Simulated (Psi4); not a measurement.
**BNH4 (SMILES BN): CCSD/def2-TZVPP**

What is the energy change on altering one bond length of BNH4 at CCSD/def2-TZVPP? 

Program for the calculation: Psi4 1.11.

### Step 1. The structure to begin with

BNH4: 6 atoms, total charge 0, spin state singlet. SMILES: `BN`. The coordinates come from a PBE0-D4/def2-TZVP relaxation.

Bond lengths: B1–N2 1.385 Å, B1–H3 1.197 Å, B1–H4 1.197 Å, N2–H5 1.006 Å, N2–H6 1.006 Å. Angles: B1–N2–H5 123.2°, B1–N2–H6 123.2°, N2–B1–H3 119.0°, N2–B1–H4 119.0°, H5–N2–H6 113.5°, H3–B1–H4 122.0°.

### Step 2. A single-point energy at CCSD/def2-TZVPP

Input file bh4n.in:

```
memory 1.6 GB

molecule {
  0 1
  B     -0.128200    -0.679600    -0.025600
  N      0.146100     0.677400     0.010800
  H      0.225800    -1.368000     0.887500
  H     -0.712000    -1.128700    -0.969200
  H     -0.121600     1.313700    -0.720800
  H      0.632000     1.121400     0.771300
  units angstrom
  symmetry c1
  no_reorient
  no_com
}

set basis def2-TZVPP
set reference rhf
set puream true
set e_convergence 1e-09
set d_convergence 1e-08
set scf_type pk
set num_frozen_docc 2

energy_value, wavefunction = energy("ccsd", return_wfn=True)
```

Run with:

```bash
$ psi4 bh4n.in bh4n.out -n 1
```

bh4n.out:

```text
[...]
  Running in c1 symmetry.
[...]
  Nuclear repulsion =   32.316093047941223
[...]
  Multiplicity = 1
[...]
  Nalpha       = 8
  Nbeta        = 8
[...]
    Number of basis functions: 118
[...]
   @RHF iter   1:   -81.44506512531439   -7.42204e-01   3.61420e-03 DIIS/ADIIS
[...]
   @RHF iter  10:   -81.52967176711796   -8.28493e-12   3.04725e-09 DIIS
[...]
    Orbital Energies [Eh]
    ---------------------
    Doubly Occupied:
       1A    -15.554914     2A     -7.582010     3A     -1.161186
       4A     -0.717119     5A     -0.684671     6A     -0.553638
       7A     -0.462547     8A     -0.440171
[...]
  @RHF Final Energy:   -81.52967176711796
   => Energetics <=
    Nuclear Repulsion Energy =             32.3160930479412229
    One-Electron Energy =                -173.3790177560741199
    Two-Electron Energy =                  59.5332529410149363
    Total Energy =                        -81.5296717671179607
[...]
 Multipole Moments:
 ------------------------------------------------------------------------------------
     Multipole            Electronic (a.u.)      Nuclear  (a.u.)        Total (a.u.)
 ------------------------------------------------------------------------------------
 L = 1.  Multiply by 2.5417464519 to convert [e a0] to [Debye]
 Dipole X            :         -0.6326135            0.7670398            0.1344264
 Dipole Y            :         -1.7573753            2.4230068            0.6656315
 Dipole Z            :          0.1758068           -0.1579811            0.0178257
 Magnitude           :                                                    0.6793037
[...]
      * MP2 total energy                      =  -81.856368529030192
[...]
      * CCSD total energy                     =  -81.879521146662810
[...]
```

Run time: 38 s. Hardware: 1 thread of Intel Xeon Platinum 8375C at 2.90GHz (Ice Lake), shared host; peak memory 1.6 GiB.

### Step 3. The distorted shape, same level

Input file run.py:

```python
import numpy as np
from ase.calculators.psi4 import Psi4
from ase import Atoms

atoms = Atoms(['B', 'N', 'H', 'H', 'H', 'H'], positions=[
    [-0.169352, -0.883187, -0.031061],
    [0.146100, 0.677400, 0.010800],
    [0.184648, -1.571587, 0.882039],
    [-0.753152, -1.332287, -0.974661],
    [-0.121600, 1.313700, -0.720800],
    [0.632000, 1.121400, 0.771300],
])
calc = Psi4(atoms=atoms, method='ccsd', basis='def2-TZVPP', memory='1600MB', num_threads=1, charge=0, multiplicity=1, label='psi4-calc')
calc.psi4.set_options({'puream': True, 'e_convergence': 1e-09, 'd_convergence': 1e-08, 'scf_type': 'pk', 'num_frozen_docc': 2})
atoms.calc = calc

print(f'energy: {atoms.get_potential_energy():.6f} eV')
```

Run with:

```bash
$ python run.py
```

psi4-calc.dat:

```text
[...]
  Running in c1 symmetry.
[...]
  Nuclear repulsion =   30.057889293365918
[...]
  Multiplicity = 1
[...]
  Nalpha       = 8
  Nbeta        = 8
[...]
    Number of basis functions: 118
[...]
   @RHF iter   1:   -81.42812610501355   -9.55155e-01   3.41946e-03 ADIIS/DIIS
[...]
   @RHF iter  10:   -81.50456492990131   -1.15961e-11   3.72708e-09 DIIS
[...]
    Orbital Energies [Eh]
    ---------------------
    Doubly Occupied:
       1A    -15.550150     2A     -7.627124     3A     -1.118259
       4A     -0.695612     5A     -0.656916     6A     -0.539230
       7A     -0.487502     8A     -0.404886
[...]
  @RHF Final Energy:   -81.50456492990131
   => Energetics <=
    Nuclear Repulsion Energy =             30.0578892933659176
    One-Electron Energy =                -168.9655509263551494
    Two-Electron Energy =                  57.4030967030879253
    Total Energy =                        -81.5045649299013064
[...]
 Multipole Moments:
 ------------------------------------------------------------------------------------
     Multipole            Electronic (a.u.)      Nuclear  (a.u.)        Total (a.u.)
 ------------------------------------------------------------------------------------
 L = 1.  Multiply by 2.5417464519 to convert [e a0] to [Debye]
 Dipole X            :         -0.0303269            0.0947938            0.0644669
 Dipole Y            :         -0.1496093            0.4691158            0.3195065
 Dipole Z            :         -0.0039821            0.0125283            0.0085463
 Magnitude           :                                                    0.3260574
[...]
      * MP2 total energy                      =  -81.833419047251226
[...]
      * CCSD total energy                     =  -81.856413417007019
```

Standard output:

```text
energy: -2227.426464 eV
```

Run time: 39 s. Hardware: 1 thread of Intel Xeon Platinum 8375C at 2.90GHz (Ice Lake), shared host; peak memory 1.6 GiB.

### Step 4. What came out

At CCSD/def2-TZVPP, 2 core orbitals frozen:

| quantity | value |
| --- | --- |
| first shape: total energy | -81.87952 Eh |
| first shape: HOMO energy (Hartree–Fock orbitals) | -11.98 eV |
| first shape: LUMO energy (Hartree–Fock orbitals) | 3.29 eV |
| first shape: HOMO–LUMO gap (Hartree–Fock orbitals) | 15.27 eV |
| first shape: correlation energy (2 core orbitals frozen) | -349.8 mEh |
| first shape: T1 diagnostic | 0.012 |
| distorted shape: total energy | -81.85641 Eh |
| distorted shape: HOMO energy (Hartree–Fock orbitals) | -11.02 eV |
| distorted shape: LUMO energy (Hartree–Fock orbitals) | 2.69 eV |
| distorted shape: HOMO–LUMO gap (Hartree–Fock orbitals) | 13.70 eV |
| distorted shape: correlation energy (2 core orbitals frozen) | -351.8 mEh |
| distorted shape: T1 diagnostic | 0.017 |
| energy change with the B1–N2 bond stretched from 1.385 to 1.593 Å | 0.629 eV |

What this shows: With the B1–N2 bond stretched from 1.385 to 1.593 Å the energy rises by 0.63 eV (14.5 kcal/mol). The first shape isn't relaxed at this level, so the change isn't measured from a minimum.
